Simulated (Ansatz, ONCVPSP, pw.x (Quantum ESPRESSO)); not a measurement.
pw.x on diamond C: one setting changed

Potential: optimised norm-conserving Vanderbilt (ONCV), ONCVPSP 4.0.1.1 (patched build), LDA (Perdew-Wang 92); core [He], reference 2s1.5 2p2.5; waves: 2s: rc 1.25 bohr, ncon 5, nbas 10, qcut 6.2 1/bohr, 2 projectors, debl 2.7 Ha; 2p: rc 1.85 bohr, ncon 5, nbas 10, qcut 9.3 1/bohr, 3 projectors, debl 0.3 Ha; local part: polynomial inside 0.80 bohr (lpopt 5, dvloc0 0 Ha); core correction: Teter function, fcfact 2, rcfact 1.65.

The reference run (k-mesh 13³, cutoffs 155/620 Ry, Fermi–Dirac 0.01 Ry, mixing_beta 0.4, conv_thr 1e-9, no spin) gives -3.03 GPa at 5.505 Å³/atom, where all-electron LAPW gives 0.26 GPa. This run, with its own iteration cap, changes electron_maxstep to 2, a wrong or extreme entry chosen on purpose.

```
&control
  calculation='scf', prefix='x', pseudo_dir='./', outdir='./tmp', tstress=.true., disk_io='none'
/
&system
  ibrav=0, nat=2, ntyp=1, ecutwfc=155, ecutrho=620, nbnd=11,
  occupations='smearing', smearing='fd', degauss=0.01
/
&electrons
  conv_thr=1e-09, mixing_beta=0.4, electron_maxstep=2
/
ATOMIC_SPECIES
C 1.0 C.UPF
CELL_PARAMETERS angstrom
  0.00000000 1.76570891 1.76570891
  1.76570891 0.00000000 1.76570891
  1.76570891 1.76570891 0.00000000
ATOMIC_POSITIONS crystal
C 0.0000 0.0000 0.0000
C 0.2500 0.2500 0.2500
K_POINTS automatic
13 13 13 0 0 0
```

```bash
pw.x < C.scf.in > C.scf.out
```

Q: How does the run end?

A: It does not reach self-consistency within its iteration cap.

```
Message from routine setup:
     using ibrav=0 with symmetry is DISCOURAGED, use correct ibrav instead
     lattice parameter (alat)  =       4.7188  a.u.
     unit-cell volume          =      74.2992 (a.u.)^3
     number of electrons       =         8.00
     number of Kohn-Sham states=           11
     kinetic-energy cutoff     =     155.0000  Ry
     charge density cutoff     =     620.0000  Ry
     scf convergence threshold =      1.0E-09
     Exchange-correlation= SLA  PW   NOGX NOGC
     number of k points=    84  Fermi-Dirac smearing, width (Ry)=  0.0100
     iteration #  1     ecut=   155.00 Ry     beta= 0.40
     total energy              =     -23.53002136 Ry
     estimated scf accuracy    <       0.13966914 Ry
     iteration #  2     ecut=   155.00 Ry     beta= 0.40
     total energy              =     -23.51652853 Ry
     estimated scf accuracy    <       0.03413434 Ry
     convergence NOT achieved after   2 iterations: stopping
     Message from routine punch:
     Nothing written, as per user request (disk_io='none')
```

The run took about 16 s on one core of a shared host (Neoverse-N1, 64 threads, 124 GiB, load 61).
